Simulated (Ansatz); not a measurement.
# CH3N, SMILES C=N: a short molecular-dynamics run

Program: Ansatz 0.2.0, Python API.

`ch3n_md.py`
```python
# -*- coding: utf-8 -*-
"""Molecular dynamics of one CH3N molecule."""

import ansatz as az
import numpy as np

geometry_ang = [
    ("C", [-0.04979, -0.38858, 0.04214]),
    ("N", [0.60037, 0.64519, -0.21799]),
    ("H", [-1.10033, -0.43939, 0.34904]),
    ("H", [0.46298, -1.33962, -0.03976]),
    ("H", [0.08677, 1.52241, -0.13344]),
]
mol = az.Crystal.molecule()
for symbol, xyz in geometry_ang:
    mol = mol.atom(symbol, xyz)

base = (
    mol.calculation()
    .basis(gaussian="def2-SVP")
    .functional("blyp")
)
symbols = [site.symbol for site in mol.cartesian_sites]
start = np.array([site.position_ang for site in mol.cartesian_sites], dtype=float)
report = base.relax(force_tolerance=0.02).run(threads=1, backend="cpu").report
end = np.array(report["positions_ang"])
minimum = az.Crystal.molecule()
for symbol, place in zip(symbols, end):
    minimum = minimum.atom(symbol, place.tolist())

# dynamics from the relaxed geometry
base = (
    minimum.calculation()
    .basis(gaussian="def2-SVP")
    .functional("blyp")
    .md("nve", timestep=0.25, steps=30, temperature=500, initial_velocities="maxwell_boltzmann", seed=21)
)
frames = []
done = base.session().plan().execute(on_event=lambda e: frames.append(e["data"]) if e["event"] == "md_step" else None)
print("t (fs)   E_pot (eV)      E_kin (eV)   T (K)   d(0-1) (A)")
for f in frames[::2]:
    xyz = np.array(f["positions_ang"])
    print(f"{f['time_fs']:6.2f} {f['lagrangian_ev']:14.5f} {f['e_kin_ev']:10.5f} {f['temperature_k']:8.1f} {np.linalg.norm(xyz[0] - xyz[1]):9.4f}")
kept = np.array([f["conserved_ev"] for f in frames])
print(f"conserved energy moves by at most {1000 * np.ptp(kept):.3f} meV")
```

```console
$ python ch3n_md.py
t (fs)   E_pot (eV)      E_kin (eV)   T (K)   d(0-1) (A)
  0.00    -2571.98747    0.19389    500.0    1.2789
  0.50    -2571.97964    0.18611    479.9    1.2769
  1.00    -2571.95883    0.16540    426.5    1.2751
  1.50    -2571.93109    0.13777    355.3    1.2734
  2.00    -2571.90324    0.11002    283.7    1.2720
  2.50    -2571.88111    0.08795    226.8    1.2710
  3.00    -2571.86846    0.07532    194.2    1.2704
  3.50    -2571.86640    0.07323    188.8    1.2701
  4.00    -2571.87325    0.08001    206.3    1.2703
  4.50    -2571.88478    0.09144    235.8    1.2708
  5.00    -2571.89490    0.10146    261.6    1.2716
  5.50    -2571.89716    0.10363    267.2    1.2726
  6.00    -2571.88696    0.09342    240.9    1.2738
  6.50    -2571.86422    0.07077    182.5    1.2749
  7.00    -2571.83490    0.04162    107.3    1.2760
  7.50    -2571.80971    0.01660     42.8    1.2768
conserved energy moves by at most 0.469 meV
```

Notes:
- Total energies depend on the basis set; only differences at equal settings carry meaning.
- The trajectory is only some femtoseconds long, so its temperature is not equilibrated; where the script doesn't relax first, it starts from a rough generated geometry.
- The temperature counts the internal degrees of freedom alone.
- The whole script took 23 s on 1 thread of Arm Neoverse V1, with other jobs on the host, peak memory 0.17 GiB.

(A comment or docstring line of the script was reworded after the run, the code is as it ran; lines on the test bed's own set-up are left out of the output.)
